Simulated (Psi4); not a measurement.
**MP2/aug-cc-pVTZ (density fitting, density fitting for correlation, sweep point 11) run of BNH2O (SMILES BN=O)**

Aim: the vertical ionisation energy of BNH2O at MP2/aug-cc-pVTZ (density fitting, density fitting for correlation, sweep point 11), from 2 runs. Input form: a Python script.

The calculation is run with Psi4 1.11.

## 1. The structure to begin with

The species is BNH2O (5 atoms), meant as a singlet with charge 0. As SMILES, `BN=O`. Geometry: relaxed at GFN2-xTB.

Bond lengths: B1–N2 1.295 Å, N2–O3 1.192 Å, B1–H4 1.165 Å, B1–H5 1.166 Å. Angles: B1–N2–O3 179.9°, N2–B1–H4 118.8°, N2–B1–H5 118.8°, H4–B1–H5 122.4°.

## 2. A single-point energy at MP2/aug-cc-pVTZ (density fitting, density fitting for correlation, sweep point 11)

calc.py

```python
import psi4

psi4.set_memory('1600 MB')
psi4.set_num_threads(1)
psi4.core.set_output_file('psi4.out', False)

molecule = psi4.geometry("""
0 1
B     -0.303260     0.384710    -0.206480
N      0.435210    -0.552070     0.296940
O      1.113730    -1.415380     0.760240
H     -1.158940     0.091910    -0.941520
H     -0.086740     1.490830     0.090820
symmetry c1
""")

psi4.set_options({
    'puream': True,
    'scf_type': 'df',
    'num_frozen_docc': 3,
})

e_tot, wfn = psi4.energy('mp2/aug-cc-pVTZ', molecule=molecule, return_wfn=True)
print(f'total energy {e_tot:.8f} hartree = {e_tot * 27.211386:.5f} eV')
for k, v in sorted(psi4.core.scalar_variables().items()):
    print(f'{k:45s} {v:18.10f}')
```

Command:

```
$ python calc.py
```

psi4.out:

```text
[...]
  Running in c1 symmetry.
[...]
  Nuclear repulsion =   58.612788367927152
[...]
  Multiplicity = 1
[...]
  Nalpha       = 11
  Nbeta        = 11
[...]
    Number of basis functions: 184
[...]
   @DF-RHF iter   1:  -155.04472330503705   -7.99900e-01   1.59215e-03 ADIIS/DIIS
[...]
   @DF-RHF iter  12:  -155.10939340845599   -2.78249e-11   4.18765e-09 DIIS
[...]
    Orbital Energies [Eh]
    ---------------------
    Doubly Occupied:
       1A    -20.678291     2A    -15.729725     3A     -7.610568
       4A     -1.551633     5A     -1.082497     6A     -0.784331
       7A     -0.711854     8A     -0.655344     9A     -0.621291
      10A     -0.506833    11A     -0.404908
[...]
  @DF-RHF Final Energy:  -155.10939340845599
   => Energetics <=
    Nuclear Repulsion Energy =             58.6127883679271520
    One-Electron Energy =                -326.7698108106264954
    Two-Electron Energy =                 113.0476290342433856
    Total Energy =                       -155.1093934084559862
[...]
 Multipole Moments:
 ------------------------------------------------------------------------------------
     Multipole            Electronic (a.u.)      Nuclear  (a.u.)        Total (a.u.)
 ------------------------------------------------------------------------------------
 L = 1.  Multiply by 2.5417464519 to convert [e a0] to [Debye]
 Dipole X            :          1.0447913           -1.2889368           -0.2441455
 Dipole Y            :         -1.3284633            1.6382498            0.3097865
 Dipole Z            :          0.7145523           -0.8807805           -0.1662282
 Magnitude           :                                                    0.4280263
[...]
```

The script printed:

```text
total energy -155.65965952 hartree = -4235.71508 eV
CURRENT CORRELATION ENERGY                         -0.5502661066
CURRENT ENERGY                                   -155.6596595151
CURRENT REFERENCE ENERGY                         -155.1093934085
CUSTOM SCS-MP2 CORRELATION ENERGY                  -0.5444947463
CUSTOM SCS-MP2 TOTAL ENERGY                      -155.6538881547
DD SOLVATION ENERGY                                 0.0000000000
HF KINETIC ENERGY                                 155.0050537531
HF POTENTIAL ENERGY                              -310.1144471615
HF TOTAL ENERGY                                  -155.1093934085
HF VIRIAL RATIO                                     2.0006731371
MP2 CORRELATION ENERGY                             -0.5502661066
MP2 DOUBLES ENERGY                                 -0.5502661066
MP2 OPPOSITE-SPIN CORRELATION ENERGY               -0.4166223585
MP2 SAME-SPIN CORRELATION ENERGY                   -0.1336437481
MP2 SINGLES ENERGY                                 -0.0000000000
MP2 TOTAL ENERGY                                 -155.6596595151
NUCLEAR REPULSION ENERGY                           58.6127883679
ONE-ELECTRON ENERGY                              -326.7698108106
PCM POLARIZATION ENERGY                             0.0000000000
PE ENERGY                                           0.0000000000
SCF ITERATION ENERGY                             -155.1093934085
SCF ITERATIONS                                     12.0000000000
SCF TOTAL ENERGY                                 -155.1093934085
SCS-MP2 CORRELATION ENERGY                         -0.5444947463
SCS-MP2 TOTAL ENERGY                             -155.6538881547
TWO-ELECTRON ENERGY                               113.0476290342
```

It took 3.9 s on 1 thread of Intel Xeon Platinum 8259CL at 2.50GHz (Skylake/Cascade Lake), shared host; peak memory 0.32 GiB.

## 3. The doublet cation, same level

bh2no.py

```python
import psi4

psi4.set_memory('1600 MB')
psi4.set_num_threads(1)
psi4.core.set_output_file('output.dat', False)

mol = psi4.geometry("""
1 2
B     -0.303260     0.384710    -0.206480
N      0.435210    -0.552070     0.296940
O      1.113730    -1.415380     0.760240
H     -1.158940     0.091910    -0.941520
H     -0.086740     1.490830     0.090820
units angstrom
symmetry c1
""")

psi4.set_options({
    'basis': 'aug-cc-pVTZ',
    'reference': 'uhf',
    'puream': True,
    'scf_type': 'df',
    'num_frozen_docc': 3,
    'maxiter': 150,
})

e = psi4.energy('mp2')
print(f'mp2 energy: {e:.10f} Eh')
for k, v in sorted(psi4.core.scalar_variables().items()):
    print(f'{k:45s} {v:18.10f}')
```

Command:

```
$ python bh2no.py
```

output.dat:

```text
[...]
  Running in c1 symmetry.
[...]
  Nuclear repulsion =   58.612788367927152
[...]
  Multiplicity = 2
[...]
  Nalpha       = 11
  Nbeta        = 10
[...]
    Number of basis functions: 184
[...]
   @DF-UHF iter   1:  -154.67102283855041   -4.26199e-01   2.11983e-03 DIIS/ADIIS
[...]
   @DF-UHF iter  21:  -154.78100343259950   -6.79847e-11   3.49403e-09 DIIS
[...]
   @S^2 Observed:                8.906740040E-01
[...]
    Orbital Energies [Eh]
    ---------------------
    Alpha Occupied:
       1A    -21.112348     2A    -16.074670     3A     -7.912689
       4A     -1.954345     5A     -1.442384     6A     -1.158737
       7A     -1.138872     8A     -1.050094     9A     -0.874038
      10A     -0.809107    11A     -0.795110
    Alpha Virtual:
      12A     -0.263420    13A     -0.130330    14A     -0.112978
      15A     -0.080860    16A     -0.074180    17A     -0.059069
      18A     -0.036624    19A     -0.036193    20A     -0.032849
      21A     -0.010014    22A     -0.009920    23A     -0.007925
      24A      0.006080    25A      0.025014    26A      0.053048
[...]
  @DF-UHF Final Energy:  -154.78100343259950
   => Energetics <=
    Nuclear Repulsion Energy =             58.6127883679271520
    One-Electron Energy =                -319.5112460170936401
    Two-Electron Energy =                 106.1174542165670118
    Total Energy =                       -154.7810034325995048
  UHF NO Occupations:
  HONO-2 :    9  A 1.9939449
  HONO-1 :   10  A 1.9376114
[...]
 Multipole Moments:
 ------------------------------------------------------------------------------------
     Multipole            Electronic (a.u.)      Nuclear  (a.u.)        Total (a.u.)
 ------------------------------------------------------------------------------------
 L = 1.  Multiply by 2.5417464519 to convert [e a0] to [Debye]
 Dipole X            :          0.8681014           -1.2889368           -0.4208354
 Dipole Y            :         -1.1039537            1.6382498            0.5342961
 Dipole Z            :          0.5941420           -0.8807805           -0.2866385
 Magnitude           :                                                    0.7380626
[...]
```

Standard output:

```text
mp2 energy: -155.2811631339 Eh
CURRENT CORRELATION ENERGY                         -0.5001597013
CURRENT ENERGY                                   -155.2811631339
CURRENT REFERENCE ENERGY                         -154.7810034326
CUSTOM SCS-MP2 CORRELATION ENERGY                  -0.4905949606
CUSTOM SCS-MP2 TOTAL ENERGY                      -155.2715983932
DD SOLVATION ENERGY                                 0.0000000000
HF KINETIC ENERGY                                 154.6443221062
HF POTENTIAL ENERGY                              -309.4253255388
HF TOTAL ENERGY                                  -154.7810034326
HF VIRIAL RATIO                                     2.0008838432
MP2 CORRELATION ENERGY                             -0.5001597013
MP2 DOUBLES ENERGY                                 -0.5001597013
MP2 OPPOSITE-SPIN CORRELATION ENERGY               -0.3737019925
MP2 SAME-SPIN CORRELATION ENERGY                   -0.1264577088
MP2 SINGLES ENERGY                                 -0.0000000000
MP2 TOTAL ENERGY                                 -155.2811631339
NUCLEAR REPULSION ENERGY                           58.6127883679
ONE-ELECTRON ENERGY                              -319.5112460171
PCM POLARIZATION ENERGY                             0.0000000000
PE ENERGY                                           0.0000000000
SCF ITERATION ENERGY                             -154.7810034326
SCF ITERATIONS                                     21.0000000000
SCF TOTAL ENERGY                                 -154.7810034326
SCS-MP2 CORRELATION ENERGY                         -0.4905949606
SCS-MP2 TOTAL ENERGY                             -155.2715983932
TWO-ELECTRON ENERGY                               106.1174542166
```

Wall time 5.7 s (1 thread of Intel Xeon Platinum 8259CL at 2.50GHz (Skylake/Cascade Lake), shared host); peak memory 0.32 GiB.

## 4. Summary of results

At MP2/aug-cc-pVTZ (density fitting, density fitting for correlation, sweep point 11), 3 core orbitals frozen:

```
                                                                  quantity          value
                                               singlet BNH2O: total energy  -155.65966 Eh
                        singlet BNH2O: HOMO energy (Hartree–Fock orbitals)      -11.02 eV
                        singlet BNH2O: LUMO energy (Hartree–Fock orbitals)        0.85 eV
                      singlet BNH2O: HOMO–LUMO gap (Hartree–Fock orbitals)       11.87 eV
                singlet BNH2O: correlation energy (3 core orbitals frozen)     -550.3 mEh
                                              doublet cation: total energy  -155.28116 Eh
doublet cation: HOMO energy (Hartree–Fock orbitals) (highest over α and β)      -21.19 eV
 doublet cation: LUMO energy (Hartree–Fock orbitals) (lowest over α and β)       -7.17 eV
               doublet cation: correlation energy (3 core orbitals frozen)     -500.2 mEh
                         doublet cation: ⟨S²⟩ of the reference determinant          0.891
                        vertical ionisation energy (to the doublet cation)      10.299 eV
```

What this shows: Removing an electron at fixed nuclei costs 10.30 eV (994 kJ/mol). ⟨S²⟩ (doublet cation) is 0.89 where a pure doublet has 0.75: the reference is spin-contaminated.
